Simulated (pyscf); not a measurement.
O=Ge: [singlet] + HF → O=GeH–F (insertion; singlet surface; F–H broken, F–Ge, Ge–H formed). Structures and frequencies: ωB97X-D3(BJ)/def2-SVP in PySCF. MP2 and CC: frozen core, UHF for open shells. ΔMP2 is the change of the MP2 total energy from the triple- to the quadruple-zeta basis. Energies in kcal/mol from the separated reactants.

```
level                             barrier  reaction energy
--------------------------------  -------  ---------------
ωB97X-D3(BJ)/def2-TZVP                  …             -2.8
PBE/def2-TZVP                        34.7             -0.3
ωB97M-D3(BJ)/def2-TZVP               46.7             +2.3
HF/def2-TZVP                         63.8             -0.7
MP2/def2-QZVPP                       48.5             +3.7
CCSD(T)/def2-TZVPP                   48.5             +1.7
CCSD(T)/def2-TZVPP + ΔMP2(QZVPP)        …                …
```

Question: What belongs in the gaps?

Answer: 
- ωB97X-D3(BJ)/def2-TZVP, barrier: 44.2
- CCSD(T)/def2-TZVPP + ΔMP2(QZVPP), barrier: 49.2
- CCSD(T)/def2-TZVPP + ΔMP2(QZVPP), reaction energy: +3.6

The same reactants have a lower exit, to HO–Ge:–F [singlet] (barrier -7.1 kcal/mol at ωB97M-D3(BJ), against +46.7 kcal/mol here). O=GeH–F lies 49.4 kcal/mol over its isomer HO–Ge:–F [singlet], and others may lie lower still (electronic energy, ωB97M-D3(BJ)). This is the saddle that the search found; another between the same sides may lie lower. The CCSD(T) − MP2 part came from Ansatz, without density fitting, on the same reference. The frozen core leaves the outer d or s,p core shells of the metals and heavy elements correlated in the MP2 and CC values, and def2-TZVPP describes them poorly, which can shift differences by a few kcal/mol. Elements up to Kr have no core potential and no relativistic terms here.
